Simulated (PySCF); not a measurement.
Atom-mapped SMILES (the numbers label the heavy atoms): `[O:1]=[C:2]([F:3])[F:4]`.

Geometry: PBE0-D3(BJ)/def2-SVP; GIAO shifts from PySCF 2.14.0 with density-fitted response routines, gas phase, non-relativistic, averaged over equivalent atoms.

At PBE0/pcSseg-1 (68 basis functions, 2.7 s wall time on 1 thread of an Intel Xeon Platinum 8252C, shared host):
```
atoms  δ (ppm)
   O1    322.7
   C2    143.3
F3/F4    -21.8
```

δ = σ(ref) − σ, references computed at the same level: ¹⁷O (σ = 334.56 ppm) vs H2O; TMS for ¹³C (σ = 184.41 ppm); CFCl3 for ¹⁹F (σ = 177.25 ppm).

Question: Estimate the result of repeating the calculation with PBE0/pcSseg-2.

Answer: 
```
atoms  δ at PBE0/pcSseg-2  change
   O1               314.8    -7.9
   C2               145.8    +2.5
F3/F4               -22.6    -0.8
```

δ = σ(ref) − σ, references computed at the same level: ¹⁷O (328.15 ppm) vs H2O; ¹³C (184.13 ppm) vs TMS; ¹⁹F (175.81 ppm) vs CFCl3.

The largest change is at O1 (carbonyl oxygen). Cost: 144 basis functions, 4.3 s wall time on 1 thread of an Intel Xeon Platinum 8252C, shared host.

Unscaled 19F shifts against computed CFCl3 carry errors that often reach 10 to 50 ppm. Unscaled 17O shifts of doubly bonded oxygen tend to come out too high, by tens of ppm or more. Experimental scales use liquid or dissolved standards, which lie at an offset from isolated H2O (liquid H2O: subtract about 36 ppm).
